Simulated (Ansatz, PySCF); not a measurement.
Potential energy curve for SMILES ClC=C (C2H3Cl), singlet. The C2–Cl6 bond (C2 also carries C, H; Cl6 carries nothing else) is stretched with both fragments frozen at the PBE0/def2-TZVP optimised geometry.

- RKS-PBE = restricted PBE/cc-pVDZ (Ansatz, a quantum-chemistry and plane-wave program)
- UKS-PBE = unrestricted PBE/cc-pVDZ in Ansatz
- RKS-B3LYP = restricted B3LYP/cc-pVDZ in PySCF
- UCCSD(T) = CCSD(T) on UHF/cc-pVDZ, 7 core orbitals frozen (PySCF)

Energies relative to the lowest point of each curve near equilibrium, in kJ/mol; the last columns give the difference from UCCSD(T):

```csv
R / Å,RKS-PBE,UKS-PBE,RKS-B3LYP,UCCSD(T),RKS-PBE − UCCSD(T),UKS-PBE − UCCSD(T),RKS-B3LYP − UCCSD(T)
1.28,613.9,613.9,621.6,651.9,-37.9,-37.9,-30.3
1.39,282.6,282.6,287.8,302.4,-19.8,-19.8,-14.7
1.45,172.9,172.9,176.9,186.0,-13.0,-13.0,-9.1
1.54,70.6,70.6,72.9,76.6,-6.0,-6.0,-3.6
1.62,23.1,23.1,24.3,25.4,-2.3,-2.3,-1.0
1.68,5.9,5.9,6.5,6.7,-0.8,-0.8,-0.2
1.72,0.9,0.9,1.2,1.1,-0.2,-0.2,0.0
1.76,0.0,0.0,0.0,0.0,0.0,0.0,0.0
1.84,7.4,7.4,7.1,7.7,-0.3,-0.3,-0.6
1.87,12.6,12.6,12.3,13.2,-0.6,-0.6,-0.9
1.99,42.1,42.1,41.8,44.4,-2.3,-2.3,-2.5
2.16,95.8,95.8,96.6,101.9,-6.1,-6.1,-5.2
2.30,142.4,142.4,144.8,155.5,-13.0,-13.0,-10.7
2.58,228.6,228.6,235.1,253.5,-24.8,-24.8,-18.4
2.84,294.2,294.2,305.1,318.4,-24.3,-24.3,-13.3
3.07,340.1,335.9,355.4,348.9,-8.8,-13.0,6.5
3.45,395.3,372.3,417.7,368.1,27.2,4.2,49.6
3.77,426.3,388.1,454.1,373.5,52.8,14.6,80.6
4.24,454.3,400.4,489.0,376.4,77.9,24.0,112.5
4.60,466.8,405.3,505.5,377.3,89.4,28.0,128.2
5.10,476.6,408.9,519.5,377.9,98.7,31.0,141.6
6.02,483.5,411.0,531.5,378.2,105.2,32.8,153.3
```

RKS-PBE is furthest from UCCSD(T) at 6.02 (105.2 kJ/mol, above); its mean absolute difference over the points is 27.8 kJ/mol.

UKS-PBE is furthest from UCCSD(T) at 1.28 (-37.9 kJ/mol, below); its mean absolute difference over the points is 13.6 kJ/mol.

RKS-B3LYP is furthest from UCCSD(T) at 6.02 (153.3 kJ/mol, above); its mean absolute difference over the points is 35.6 kJ/mol.

The restricted form behind RKS-PBE, RKS-B3LYP keeps the bonding electrons paired and can't separate into open-shell fragments. The unrestricted determinant behind UKS-PBE is spin-contaminated at 3.07 to 6.02 Å (<S²> up to 0.9, against 0.00 for a pure singlet). At the longest distance RKS-B3LYP leaves fractional charges on the fragments, a sign of delocalisation error or of the restricted form. The unrestricted solution behind UCCSD(T) changes between 2.30 and 2.58 Å, which can leave a kink. The unrestricted determinant behind UCCSD(T) is spin-contaminated at 1.28, 2.16 to 6.02 Å (<S²> up to 1.2, against 0.00 for a pure singlet).
